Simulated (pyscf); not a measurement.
Structures and frequencies: ωB97X-D3(BJ)/def2-SVP in PySCF.

### Question
What is the homolytic dissociation enthalpy (298 K, ωB97M-D3(BJ)/def2-TZVP) of the F–Re bond of O=Re(=O)(=O)–F, to [O=Re(=O)=O]• + F•?

### Answer
F–Re to [O=Re(=O)=O]• + F•: 5.24 eV. The 7 functionals that were run give +5.09 (M06-2X) to +5.76 eV (PBE). The radicals are drawn with the spin at the cut bond; how far it spreads was not checked. Other isomers of [O=Re(=O)=O]• were not searched in full and may lie lower. Left out: the spin-orbit lowering of F. Open-shell species with a d-block atom are single-reference here; other states, and whether the spin sits on metal or ligand, were not checked. Elements past Kr carry the def2 core potentials, without spin-orbit coupling.
